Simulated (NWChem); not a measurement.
Excited singlets of water (H$_{2}$O) by symmetry

```xyz
3

O      0.0000     0.0000     0.1226
H      0.7577     0.0000    -0.4905
H     -0.7577     0.0000    -0.4905
```
Charge 0, spin multiplicity 1.

Program: NWChem. All single points use one geometry, from PBE/def2-SVP, a minimum by its harmonic frequencies.

Basis set: def2-SVPD. Symmetry labels belong to the abelian group C2v used in the runs, with the axes of the coordinates shown. Entries are the lowest vertical excitation energy of each symmetry in eV (for CIS and TDDFT among the lowest few roots); a state of one symmetry need not have the same character in every method. Symmetries that some method's roots don't reach, or where a double excitation leads the EOM-CCSD root, are left out.

The correlated methods keep 1 core orbital frozen. B3LYP has NWChem's definition, with VWN1-RPA local correlation. No row is a measurement; the coupled-cluster row has its own basis-set and correlation limits.

```tsv
method	b2	a2	a1
CIS	8.92	10.67	11.30
TD-PBE	6.90	8.68	9.12
TD-B3LYP	7.29	9.09	9.53
TD-LDA (SVWN5)	7.02	8.86	9.15
EOM-CCSD	7.71	9.71	10.17
```
